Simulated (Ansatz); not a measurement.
Ansatz (a first-principles code) input (PBE0/def2-QZVPP):
A basis named .json is the Basis Set Exchange file of that set.

Ansatz 0.2 input:
```yaml
crystal:
  periodic: [false, false, false]
  atoms:
    - {symbol: C, position_ang: [1.21013508, -0.36745904, -0.00201603]}
    - {symbol: C, position_ang: [0.00594134, 0.57336340, -0.00022751]}
    - {symbol: N, position_ang: [-1.30565618, -0.07401790, 0.00235316]}
    - {symbol: H, position_ang: [2.15083117, 0.18965263, -0.00390203]}
    - {symbol: H, position_ang: [1.20276946, -1.01094548, 0.88157958]}
    - {symbol: H, position_ang: [1.19962331, -1.01161389, -0.88509263]}
    - {symbol: H, position_ang: [0.05020044, 1.22835584, -0.87435923]}
    - {symbol: H, position_ang: [0.05331264, 1.22901704, 0.87324517]}
    - {symbol: H, position_ang: [-1.40535207, -0.67057564, 0.81648160]}
    - {symbol: H, position_ang: [-1.40825028, -0.67119137, -0.81096339]}
basis:
  gaussian:
    orbitals: def2-QZVPP.json
hamiltonian:
  xc: {name: PBE0}
```

End of the output:

```
integrals: 0.28 GiB planned
967 factors; their error is unknown
mean field: 2.87 GiB planned
mean field evaluation 1: about -3665.9146 eV, gradient 6.7e1 eV
mean field evaluation 2: about -3658.8553 eV, gradient 8.4e1 eV
mean field evaluation 4: about -3675.4124 eV, gradient 4.6e0 eV
mean field evaluation 8: about -3675.4573 eV, gradient 5.7e-2 eV
mean field evaluation 16: about -3675.4547 eV, gradient 2.0e-5 eV
mean field -3675.45474583 eV, -135.0704705965 hartree, gradient 2.0e-5 eV, S^2 0.000000; 0 other end points of the search recorded, 0 dependent functions left out
reference -3675.45477965 eV, -135.0704718394 hartree; 13, 13 occupied and 368, 368 virtual orbitals, 967 factors
Total energy: -3675.45477965 eV, -135.0704718394 hartree
```
